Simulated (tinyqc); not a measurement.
LCCD on RHF in the sto-6g basis, frozen core, for NH3, spin multiplicity 1, step by step. One step of it, computed by the program tinyqc.

Task: LCCD: starting amplitudes. t_ij^ab = <ij||ab> / (e_i + e_j - e_a - e_b), whose energy is MP2.

orbital energies (hartree): MO1 -15.476586, MO2 -1.011239, MO3 -0.531851, MO4 -0.531608, MO5 -0.311465, MO6 0.489724, MO7 0.674949, MO8 0.675528

Two-electron integrals over orbitals (pq|rs), unique and non-zero (hartree); the lowest 1 orbital is frozen and left out:
```
(22|22) 0.591434    (32|32) 0.120201    (33|22) 0.537169    (33|33) 0.559447
(42|22) -0.000110   (42|33) -0.049231   (42|42) 0.120091    (43|32) -0.049212
(43|43) 0.045524    (44|22) 0.537015    (44|33) 0.468204    (44|42) 0.049295
(44|44) 0.559421    (52|22) -0.007419   (52|33) -0.000458   (52|42) 3.26e-06
(52|44) -0.000463   (52|52) 0.112248    (53|32) -0.003020   (53|43) 0.006337
(53|53) 0.025447    (54|22) 0.000024    (54|33) 0.006358    (54|42) -0.003025
(54|44) -0.006334   (54|52) 0.000033    (54|54) 0.025444    (55|22) 0.618412
(55|33) 0.535764    (55|42) 2.77e-06    (55|44) 0.535688    (55|52) 0.061214
(55|54) 0.000059    (55|55) 0.761759    (62|22) 0.114547    (62|33) 0.067020
(62|42) 0.000102    (62|44) 0.067000    (62|52) -0.011982   (62|54) 0.000029
(62|55) 0.146126    (62|62) 0.084864    (63|32) -0.029818   (63|43) 0.037620
(63|53) 0.008555    (63|63) 0.064054    (64|22) 0.000324    (64|33) 0.037877
(64|42) -0.029914   (64|44) -0.037531   (64|52) 0.000047    (64|54) 0.008588
(64|55) 0.000382    (64|62) 0.000237    (64|64) 0.064282    (65|22) -0.040020
(65|33) -0.018129   (65|42) 0.000054    (65|44) -0.018070   (65|52) 0.056722
(65|54) 0.000053    (65|55) -0.025271   (65|62) -0.037010   (65|64) -0.000075
(65|65) 0.045331    (66|22) 0.496608    (66|33) 0.475593    (66|42) 0.000346
(66|44) 0.475923    (66|52) -0.037244   (66|54) -0.000042   (66|55) 0.488415
(66|62) 0.057832    (66|64) -0.000059   (66|65) -0.035024   (66|66) 0.478451
(72|22) -0.000275   (72|33) 0.012888    (72|42) 0.034999    (72|44) -0.013162
(72|52) 1.47e-06    (72|54) 0.012115    (72|55) -0.000331   (72|62) -0.000097
(72|64) 0.040430    (72|65) 0.000085    (72|66) -0.000083   (72|72) 0.056815
(73|32) 0.041809    (73|43) -0.015823   (73|53) -0.005846   (73|63) -0.031447
(73|73) 0.034968    (74|22) 0.119163    (74|33) 0.091423    (74|42) -0.041672
(74|44) 0.059912    (74|52) 0.024276    (74|54) 0.005853    (74|55) 0.158375
(74|62) 0.083096    (74|64) 0.031599    (74|65) -0.017569   (74|66) 0.042245
(74|72) 0.002464    (74|74) 0.134578    (75|22) 0.000032    (75|33) -0.011317
(75|42) 0.026741    (75|44) 0.011385    (75|52) -0.000126   (75|54) 0.019904
(75|55) 0.000010    (75|62) 0.000082    (75|64) -0.011365   (75|65) -0.000030
(75|66) 0.000138    (75|72) 0.008985    (75|74) -0.010349   (75|75) 0.029510
(76|22) -0.000033   (76|33) -0.052891   (76|42) 0.102105    (76|44) 0.053074
(76|52) 0.000083    (76|54) -0.010481   (76|55) 0.000090    (76|62) 0.000082
(76|64) -0.050983   (76|65) 0.000086    (76|66) 0.000391    (76|72) 0.008849
(76|74) -0.049429   (76|75) 0.022361    (76|76) 0.112898    (77|22) 0.545313
(77|33) 0.479076    (77|42) 0.027552    (77|44) 0.552749    (77|52) 0.010013
(77|54) -0.007743   (77|55) 0.561399    (77|62) 0.081876    (77|64) -0.039689
(77|65) -0.016626   (77|66) 0.486792    (77|72) -0.023603   (77|74) 0.079452
(77|75) 0.006951    (77|76) 0.041394    (77|77) 0.577636    (82|32) 0.034940
(82|43) 0.013063    (82|53) 0.012119    (82|63) 0.040439    (82|73) -0.002803
(82|82) 0.056807    (83|22) 0.119062    (83|33) 0.059903    (83|42) 0.041751
(83|44) 0.091467    (83|52) 0.024280    (83|54) -0.005810   (83|55) 0.158349
(83|62) 0.083113    (83|64) -0.031222   (83|65) -0.017518   (83|66) 0.042576
(83|72) -0.002889   (83|74) 0.067370    (83|75) 0.010407    (83|76) 0.049657
(83|77) 0.102879    (83|83) 0.134654    (84|32) 0.041770    (84|43) -0.015754
(84|53) -0.005823   (84|63) -0.031318   (84|73) 0.032536    (84|82) -0.002709
(84|84) 0.034848    (85|32) 0.026750    (85|43) -0.011321   (85|53) 0.019909
(85|63) -0.011324   (85|73) 0.010403    (85|82) 0.008980    (85|84) 0.010390
(85|85) 0.029508    (86|32) 0.102066    (86|43) -0.052762   (86|53) -0.010441
(86|63) -0.050678   (86|73) 0.049632    (86|82) 0.008881    (86|84) 0.049547
(86|85) 0.022331    (86|86) 0.112612    (87|32) -0.028155   (87|43) 0.037116
(87|53) 0.007806    (87|63) 0.040133    (87|73) -0.012084   (87|82) 0.023371
(87|84) -0.012003   (87|85) -0.007055   (87|86) -0.041794   (87|87) 0.040317
(88|22) 0.545410    (88|33) 0.553002    (88|42) -0.027950   (88|44) 0.478839
(88|52) 0.010017    (88|54) 0.007818    (88|55) 0.561457    (88|62) 0.081935
(88|64) 0.040314    (88|65) -0.016664   (88|66) 0.486530    (88|72) 0.023198
(88|74) 0.103043    (88|75) -0.007001   (88|76) -0.041672   (88|77) 0.497767
(88|83) 0.079226    (88|88) 0.578014
```

Give: Starting amplitudes; correlation energy.

Result:

Starting amplitudes (spin orbitals 1a, 1b, ...; amplitudes related by a flip of all spins are not repeated; the 24 largest):
```
from      to        t
4a 4b  7a 7b  -0.0558
3a 3b  8a 8b  -0.0558
4a 4b  6a 6b  -0.0315
3a 3b  6a 6b  -0.0314
2a 4b  6a 7b  -0.0307
2a 3b  6a 8b  -0.0307
5a 5b  6a 6b  -0.0283
2a 2b  6a 6b  -0.0283
3a 4b  7b 8a   0.0279
2a 2b  7a 7b  -0.0168
2a 2b  8a 8b  -0.0168
2a 5b  6a 6b   0.0161
2a 4a  6a 7a  -0.0158
2a 3a  6a 8a  -0.0158
5a 5b  7a 7b  -0.0150
5a 5b  8a 8b  -0.0149
2a 4b  6b 7a   0.0149
2a 3b  6b 8a   0.0149
3a 3b  7a 7b  -0.0145
4a 4b  8a 8b  -0.0144
3a 4a  7a 8a   0.0144
4a 4b  6a 7b  -0.0142
3a 3b  6a 7b   0.0141
3a 4b  6a 8b   0.0141
```

correlation energy = -0.053691 hartree
